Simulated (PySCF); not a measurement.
Numbering as in the mapped SMILES `[CH3:1][PH+:2]([CH3:3])[CH2:4][C:5]#[N:6]` (H(Xn): hydrogen on atom n).

Geometry: GFN2-xTB; GIAO absolute shieldings from PySCF 2.14.0 with density-fitted response routines, gas phase, non-relativistic, averaged over equivalent atoms.

At OPBE/ANO-RCC-VDZP (133 basis functions, 100 s wall time on 1 thread of an Intel Xeon Platinum 8259CL, shared host):
```
      atoms  σ (ppm)
         C5     90.4
         C4    176.4
      C1/C3    185.2
         P2    353.8
         N6    -33.1
      H(P2)    25.65
      H(C4)    28.21
H(C1)/H(C3)    29.49
```

**Question.** What do these become at OLYP/pcSseg-1?

**Answer.** 
```tsv
atoms	σ at OLYP/pcSseg-1	change
C5	81.6	-8.8
C4	168.8	-7.6
C1/C3	176.4	-8.8
P2	322.6	-31.2
N6	-51.9	-18.8
H(P2)	25.81	+0.16
H(C4)	28.36	+0.15
H(C1)/H(C3)	29.41	-0.08
```

The largest change is at P2 (phosphorus bonded to 3 C, H). Cost: 154 basis functions, 19 s wall time on 1 thread of an Arm Neoverse V2, shared host. The order of the carbon signals is the same at both levels.
